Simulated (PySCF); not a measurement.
Species: BH2Cl.
Cartesian coordinates in Å at the PBE0-D3(BJ)/def2-TZVP level; atoms count from 1:
```
atom  x, y, z in Å
B1     0.621    0.303    0.138
Cl2    2.308    0.332   -0.260
H3    -0.033    1.258   -0.137
H4     0.188   -0.669    0.670
```

Computed with TDDFT CAM-B3LYP/aug-cc-pVTZ, vertical, gas phase, core orbitals frozen in the response in PySCF 2.14.0, density-fitted response routines. Geometry: PBE0-D3(BJ)/def2-TZVP; no solvent, vibrations or thermal averaging.

Ground-to-excited transition dipoles (e·a0, same axes as the geometry; the sign carries no meaning), for the states with f of 0.002 or more among the lowest 9:

| state | E (eV) | μx | μy | μz |
| --- | --- | --- | --- | --- |
| S2 | 7.443 | -0.779 | -0.013 | 0.184 |
| S3 | 7.624 | 0.042 | 0.082 | 0.185 |
| S5 | 7.853 | 0.023 | -0.195 | 0.082 |
| S6 | 8.380 | -0.049 | 0.418 | -0.175 |
| S7 | 8.681 | 0.367 | 0.006 | -0.087 |
| S9 | 9.295 | 0.132 | 0.256 | 0.575 |

Problem. Work out the oscillator strengths.

Solution. f = (2/3) ΔE |μ|² with ΔE in hartree (27.2114 eV).

```
state  |μ|² (au)  |μ| (D)      f
   S2      0.641     2.03  0.117
   S3      0.043     0.53  0.008
   S5      0.045     0.54  0.009
   S6      0.208     1.16  0.043
   S7      0.143     0.96  0.030
   S9      0.414     1.63  0.094
```

Problem. Label these states by symmetry in C2v.

Solution. Polarised along the twofold axis, so A1: S2 and S7. Polarised across the twofold axis, so B1 or B2: S3, S5, S6 and S9. Which of B1 and B2 hangs on the choice of axes; S3 and S9 take one label and S5 and S6 the other.

Problem. All atoms lie in one plane. Which transitions are polarised in it and which across it?

Solution. In the plane: S2, S5, S6 and S7. Perpendicular: S3 and S9. States polarised in the plane are symmetric under reflection in it, those polarised across it antisymmetric.

Problem. What angle do the transition dipoles of S2 and S7 make?

Solution. |cos θ| = |μa·μb| / (|μa| |μb|) = 1.00, so θ ≈ 0° (taken between 0 and 90°, since the signs are arbitrary).

Problem. How is the summed strength of these states shared among x, y and z?

Solution. (2/3) Σ ΔE μα² gives 0.144 for x, 0.059 for y and 0.097 for z, 0.301 in all.

Problem. What peak molar absorption coefficient would the strongest computed level give as a lone Gaussian band 0.4 eV wide at half height?

Solution. ε(max) = 2.175×10⁸ f / FWHM, with the width in cm⁻¹. S2: 2.175×10⁸ × 0.1168 / 3226 ≈ 7900 L mol⁻¹ cm⁻¹.
